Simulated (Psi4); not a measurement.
# [HF2]− (SMILES F[H-]F) at HF/may-cc-pVTZ (sweep point 7)

Aim: the vertical ionisation energy of [HF2]− at HF/may-cc-pVTZ (sweep point 7), from 2 runs. 

The calculation is run with Psi4 1.11.

## 1. The molecule

[HF2]−: 3 atoms, total charge -1, spin state singlet. As SMILES, `F[H-]F`. Geometry: relaxed at PBE0-D4/def2-TZVPD.

A long bond or contact: F1–H2 1.143 Å.

## 2. A single-point energy at HF/may-cc-pVTZ (sweep point 7)

The input, calc.inp:

```
memory 1.6 GB

molecule m {
  -1 1
  F     -1.83908146     0.65082168    -0.92785553
  H      0.00000000     0.00000000     0.00000000
  F      1.83908146    -0.65082168     0.92785553
  units bohr
  symmetry c1
}

set basis may-cc-pVTZ
set puream true
set scf_type pk

energy("hf")
```

On the command line:

```bash
$ psi4 calc.inp calc.out -n 1
```

calc.out:

```text
[...]
  Running in c1 symmetry.
[...]
  Nuclear repulsion =   27.080125651462279
[...]
  Multiplicity = 1
[...]
  Nalpha       = 10
  Nbeta        = 10
[...]
    Number of basis functions: 82
[...]
   @RHF iter   1:  -199.47861753537092   -8.58107e-01   6.65656e-03 ADIIS/DIIS
[...]
   @RHF iter   7:  -199.57688867452447   -1.06113e-08   1.82369e-07 DIIS
[...]
    Orbital Energies [Eh]
    ---------------------
    Doubly Occupied:
       1A    -25.958205     2A    -25.958181     3A     -1.259372
       4A     -1.213034     5A     -0.468145     6A     -0.331292
       7A     -0.331292     8A     -0.305174     9A     -0.305174
      10A     -0.284225
[...]
  @RHF Final Energy:  -199.57688867452447
   => Energetics <=
    Nuclear Repulsion Energy =             27.0801256514622786
    One-Electron Energy =                -340.4858244957583793
    Two-Electron Energy =                 113.8288101697716570
    Total Energy =                       -199.5768886745244686
[...]
 Multipole Moments:
 ------------------------------------------------------------------------------------
     Multipole            Electronic (a.u.)      Nuclear  (a.u.)        Total (a.u.)
 ------------------------------------------------------------------------------------
 L = 1.  Multiply by 2.5417464519 to convert [e a0] to [Debye]
 Dipole X            :         -0.0000000            0.0000000           -0.0000000
 Dipole Y            :          0.0000000            0.0000000            0.0000000
 Dipole Z            :          0.0000000            0.0000000            0.0000000
 Magnitude           :                                                    0.0000000
[...]
```

Wall time 2.9 s (1 thread of Intel Xeon Platinum 8259CL at 2.50GHz (Skylake/Cascade Lake), shared host); peak memory 0.3 GiB.

## 3. Doublet neutral HF2

The input, f2h.dat:

```
memory 1600 MB

molecule molecule1 {
  0 2
  F     -1.83908146     0.65082168    -0.92785553
  H      0.00000000     0.00000000     0.00000000
  F      1.83908146    -0.65082168     0.92785553
  units bohr
  symmetry c1
}

set {
  reference uhf
  puream    true
  scf_type  pk
  maxiter   150
}

e, wfn = energy("hf/may-cc-pVTZ", return_wfn=True)
print_variables()
```

On the command line:

```bash
$ psi4 -n 1 f2h.dat f2h.out
```

f2h.out:

```text
[...]
  Running in c1 symmetry.
[...]
  Nuclear repulsion =   27.080125651462279
[...]
  Multiplicity = 2
[...]
  Nalpha       = 10
  Nbeta        = 9
[...]
    Number of basis functions: 82
[...]
   @UHF iter   1:  -199.34155786851323   -7.21048e-01   3.36079e-03 DIIS/ADIIS
[...]
   @UHF iter   9:  -199.39645248501634   -7.24248e-09   1.42537e-07 DIIS
[...]
   @S^2 Observed:                8.348316865E-01
[...]
    Orbital Energies [Eh]
    ---------------------
    Alpha Occupied:
       1A    -26.405374     2A    -26.405353     3A     -1.699545
       4A     -1.659502     5A     -0.921319     6A     -0.781752
       7A     -0.742151     8A     -0.742151     9A     -0.722454
      10A     -0.722454
    Alpha Virtual:
      11A      0.155711    12A      0.165782    13A      0.180015
      14A      0.180015    15A      0.192846    16A      0.239597
      17A      0.239597    18A      0.410001    19A      0.451909
      20A      0.687561    21A      0.875363    22A      0.875363
      23A      0.975290    24A      1.141284    25A      1.141284
[...]
  @UHF Final Energy:  -199.39645248501634
   => Energetics <=
    Nuclear Repulsion Energy =             27.0801256514622786
    One-Electron Energy =                -332.8505433031647271
    Two-Electron Energy =                 106.3739651666861334
    Total Energy =                       -199.3964524850163400
  UHF NO Occupations:
  HONO-2 :    8  A 1.9994021
  HONO-1 :    9  A 1.9585901
[...]
 Multipole Moments:
 ------------------------------------------------------------------------------------
     Multipole            Electronic (a.u.)      Nuclear  (a.u.)        Total (a.u.)
 ------------------------------------------------------------------------------------
 L = 1.  Multiply by 2.5417464519 to convert [e a0] to [Debye]
 Dipole X            :          0.0000000            0.0000000            0.0000000
 Dipole Y            :          0.0000000            0.0000000            0.0000000
 Dipole Z            :          0.0000000            0.0000000            0.0000000
 Magnitude           :                                                    0.0000000
[...]
```

Run time: 3.6 s. Hardware: 1 thread of Intel Xeon Platinum 8259CL at 2.50GHz (Skylake/Cascade Lake), shared host; peak memory 0.3 GiB.

## 4. Outcome

Level: HF/may-cc-pVTZ (sweep point 7).

```
                                                             quantity          value
                                         singlet [HF2]−: total energy  -199.57689 Eh
                                          singlet [HF2]−: HOMO energy       -7.73 eV
                                          singlet [HF2]−: LUMO energy        9.44 eV
singlet [HF2]−: HOMO–LUMO gap (to an unbound level, set by the basis)       17.18 eV
                                    doublet neutral HF2: total energy  -199.39645 Eh
                                   doublet neutral HF2: dipole moment         0.00 D
              doublet neutral HF2: HOMO energy (highest over α and β)      -17.48 eV
               doublet neutral HF2: LUMO energy (lowest over α and β)       -2.40 eV
                                            doublet neutral HF2: ⟨S²⟩          0.835
                  vertical detachment energy (to the doublet neutral)       4.910 eV
```

Removing an electron at fixed nuclei costs 4.91 eV (474 kJ/mol). −ε(HOMO) before ionisation, 7.73 eV, is 2.82 eV above this ionisation energy.
